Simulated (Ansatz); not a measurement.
C2H4O2S can be A, `SC1OCO1`, or B, `O=C(S)CO`.

Computed with Ansatz on PBE0-D4/def2-TZVP structures; ΔE is electronic, products minus reactants. CCSD(T)/CBS is the MP2 limit (def2-TZVPP, def2-QZVPP) plus CCSD(T) − MP2 in def2-TZVPP, frozen cores. DFT in def2-TZVPP. B3LYP here is the variant with VWN-RPA as its local correlation; programs differ in this. Each species was taken in one conformer, which may not be the lowest.

(1) Which is lower in electronic energy at CCSD(T)/CBS, and by how much? (Estimate.)

(2) Give E(B) − E(A) in kJ/mol with LDA (SPW92), CCSD(T)/def2-SVP, B3LYP-D4, MP2/def2-TZVPP, CCSD/def2-TZVPP, PBE-D4, CCSD(T)/def2-TZVPP. (Estimate.)

(3) Does the order hold for the free energy at 298.15 K (harmonic terms from PBE0-D4)? (Estimate.)

Largest T1 diagnostic: 0.015.

Answers

(1) Ansatz gave: B, by 138.7 kJ/mol.

(2) Ansatz gave: LDA (SPW92) -135.9, CCSD(T)/def2-SVP -144.3, B3LYP-D4 -148.6, MP2/def2-TZVPP -142.2, CCSD/def2-TZVPP -132.3, PBE-D4 -144.9, CCSD(T)/def2-TZVPP -136.1. None reverses the order clearly.

(3) Computed: Yes: G(B) − G(A) = -143.2 kJ/mol, for one conformer each.

From BLYP to BHLYP (50 % exact exchange), in def2-TZVPP and without D4, E(B) − E(A) moves by +19.0 kJ/mol. Leaving LDA and LC-ωPBE aside and taking each functional with its dispersion term where it has one, the values, not all of them listed here, spread over 30.0 kJ/mol, from BLYP-D4 to ωB97X-V. LDA lies +9.0 kJ/mol from PBE without D4.
